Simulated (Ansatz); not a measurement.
C₃H₂F₂, SMILES `FC1(F)C=C1`. The species carries charge 0 and has multiplicity 1. All single points use the PBE0-D4/def2-TZVP geometry.

```xyz
7

F    -0.031   -0.510   -1.758
C    -0.189   -0.482   -0.413
F    -0.813   -1.639   -0.084
C    -0.405    0.743    0.312
C     0.759    0.158    0.461
H    -1.056    1.566    0.563
H     1.735    0.163    0.920
```

**Question.** What is the dipole moment at r2SCAN/def2-TZVPP? (An estimate is asked.)

**Answer.** Ansatz gave: 2.83 D, with components (0.81, 2.06, 1.77) D in this frame, pointing from negative to positive charge.

**Question.** And with PBE, B3LYP, ωB97M-V? (Best estimate.)

**Answer.** Computed: PBE 2.73 D, B3LYP 2.91 D, ωB97M-V 2.93 D.

**Question.** Give the Mulliken charges with r2SCAN, PBE, B3LYP in def2-TZVPP. (Estimate.)

**Answer.** Ansatz gave: 
```
atom  r2SCAN    PBE  B3LYP
  F1   -0.22  -0.18  -0.22
  C2    0.42   0.33   0.40
  F3   -0.22  -0.18  -0.22
  C4   -0.14  -0.16  -0.17
  C5   -0.14  -0.16  -0.17
  H6    0.15   0.17   0.19
  H7    0.15   0.17   0.19
```

B3LYP here is the variant with VWN-RPA as its local correlation; programs differ in this.
